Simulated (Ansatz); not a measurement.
The cluster Al2H2. The state is a quintet with charge 0. Geometry PBE-D4/def2-TZVP; atoms count from 1.

```xyz
4

Al    0.817   -0.487    0.861
Al   -0.818    0.485   -0.861
H     0.803   -0.182   -0.866
H    -0.802    0.185    0.866
```

At PBE0-D4/def2-TZVP a singlet of charge 0 lies 3.90 eV below the quintet, each at its own geometry. The structure comes from a short search, and lower isomers may exist.

(1) Estimate the Mulliken populations from the PBE0/def2-TZVP orbitals of Ansatz.

(2) Where does the spin sit?

(3) And the Mayer bond orders between heavy atoms (over 0.3)?

## Answers

(1) 
```
atom  charge (e)  spin (α − β)
 Al1        0.02          2.01
 Al2        0.02          2.01
  H3       -0.02         -0.01
  H4       -0.02         -0.01
```
Mulliken values depend strongly on the basis.

(2) Summed by element: Al 4.02, H -0.02, of 4 unpaired in all. Largest on single atoms: Al1 2.01, Al2 2.01, H3 -0.01.

(3) Al1–Al2 0.56 (2.57 Å).
